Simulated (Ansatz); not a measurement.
# Structure relaxation of Ti

These are results of Ansatz 0.2.0, DFT PBEsol, scalar-relativistic, plane waves, PAW, not measurements. Cutoff 420 eV, Γ-centred k mesh, Gaussian smearing, no spin polarisation in the final step.

A relaxed cell is given with its space group left out.

```
Ti
1.0
     0.00000    2.75826    2.75826
     2.75826    0.00000    2.75826
     2.75826    2.75826    0.00000
Ti
2
Direct
  0.00000 0.00000 0.00000
  0.25000 0.25000 0.25000
```

Energies count from the standard state of Ti at the same level.

Problem. What space group does it have?

Solution. Fd-3m (No. 227). Conventional cell: a = 5.517 Å. Ti is coordinated by 4 Ti at 2.39 Å.

Problem. How far above the standard state of Ti does it lie?

Solution. 2.39 eV/atom.

Problem. Is it a metal?

Solution. Yes, bands cross the Fermi level on the 18×18×18 mesh.

The final run used a 18×18×18 mesh on its 2-atom cell and 0.10 eV smearing. For metals, differences of a few meV/atom aren't resolved. The cell came from a trial start, so Ti may not exist in this structure.